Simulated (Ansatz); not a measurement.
The input, for Ansatz 0.2.0:

```yaml
crystal:
  periodic: [false, false, false]
  atoms:
    - {symbol: Ga, position_ang: [0.000000, 0.068058, 1.074262]}
    - {symbol: P, position_ang: [0.000000, 0.224776, -2.080757]}
    - {symbol: N, position_ang: [0.000000, -0.712125, -0.687525]}
    - {symbol: H, position_ang: [0.000000, -1.719206, -0.815467]}
basis:
  gaussian: {orbitals: cc-pVDZ}
magnetization: {spin_polarized: true, initial_magnetization: 2}
correlation: {method: ccsd_t, electrons: outside_noble_gas}
output: {forces: true}
```

```sh
$ ansatz run in.yaml --threads 1 --pin off --events-out ev --progress --plain --max-ram 2393MiB
```

Output:

```
696 factors; integrals over basis functions are off by at most 1.4e-3 eV
mean field evaluation 1: about -63100.4895 eV, gradient 2.0e1 eV
mean field evaluation 2: about -63100.4971 eV, gradient 2.0e1 eV
mean field evaluation 4: about -63102.6993 eV, gradient 2.6e0 eV
mean field evaluation 8: about -63102.8049 eV, gradient 1.9e-1 eV
mean field evaluation 16: about -63102.7779 eV, gradient 7.8e-1 eV
mean field evaluation 32: about -63101.5176 eV, gradient 5.0e0 eV
mean field evaluation 64: about -63099.9218 eV, gradient 2.7e-4 eV
mean field evaluation 96: about -63100.0389 eV, gradient 3.0e-2 eV
mean field evaluation 128: about -63099.5410 eV, gradient 6.3e-4 eV
mean field -63102.80682007 eV, -2318.9853780190 hartree, gradient 9.2e-6 eV, S^2 2.031874; 7 other end points of the search recorded, 0 dependent functions left out
determinant -63102.80682007 eV, -2318.9853780190 hartree, with singles and doubles -63111.59520420 eV, -2319.3083451788 hartree
determinant -63100.03890555 eV, -2318.8836590363 hartree, with singles and doubles -63108.15224410 eV, -2319.1818187289 hartree
determinant -63099.92182593 eV, -2318.8793564396 hartree, with singles and doubles -63109.10933108 eV, -2319.2169910266 hartree
determinant -63099.54098803 eV, -2318.8653609052 hartree, with singles and doubles -63108.58487837 eV, -2319.1977177450 hartree
20 core orbitals not correlated: weight in the atoms' cores, before any rotation towards them, 0.914 or more for the frozen orbitals, at most 0.085 for the correlated occupied ones
reference -63102.80682007 eV, -2318.9853780190 hartree; 8, 6 occupied and 36, 38 virtual orbitals, 696 factors
second order -7.92730094 eV of doubles, -0.00000000 eV of singles
cycle   1  -8.78852953 eV  change   -1.5e-4 eV  update   2.2e-3
cycle   2  -8.78942407 eV  change   -8.9e-4 eV  update   1.6e-3
cycle   3  -8.78861385 eV  change    8.1e-4 eV  update   7.4e-4
cycle   4  -8.78898938 eV  change   -3.8e-4 eV  update   2.8e-4
cycle   5  -8.78943505 eV  change   -4.5e-4 eV  update   9.4e-5
cycle   6  -8.78950953 eV  change   -7.4e-5 eV  update   3.8e-5
cycle   7  -8.78946826 eV  change    4.1e-5 eV  update   2.3e-5
cycle   8  -8.78945804 eV  change    1.0e-5 eV  update   7.6e-6
cycle   9  -8.78945590 eV  change    2.1e-6 eV  update   3.4e-6
cycle  10  -8.78945785 eV  change   -2.0e-6 eV  update   1.6e-6
cycle  11  -8.78945827 eV  change   -4.2e-7 eV  update   8.5e-7
cycle  12  -8.78945797 eV  change    3.0e-7 eV  update   4.2e-7
cycle  13  -8.78945798 eV  change   -1.0e-8 eV  update   1.7e-7
perturbative correction -0.29187485 eV, -0.0107262027 hartree
the calculation of the forces begins
Total energy: -63111.88815290 eV, -2319.3191108449 hartree
Atom 0 at     0.000000     0.068058     1.074262 Å, force    -0.000000     0.112872     0.325763 eV/Å
Atom 1 at     0.000000     0.224776    -2.080757 Å, force     0.000000     0.870962    -1.394609 eV/Å
Atom 2 at     0.000000    -0.712125    -0.687525 Å, force    -0.000000    -0.411437     1.179161 eV/Å
Atom 3 at     0.000000    -1.719206    -0.815467 Å, force     0.000000    -0.572398    -0.110314 eV/Å
Dipole moment:     0.000000    -0.294316     0.240467 e Å
```

Forces (eV/Å):
```
Ga   0.000  0.113  0.326
P    0.000  0.871 -1.395
N    0.000 -0.411  1.179
H    0.000 -0.572 -0.110
```

Ran on 1 thread of Arm Neoverse V1, shared host: 17 s wall, 0.22 GiB peak host memory.
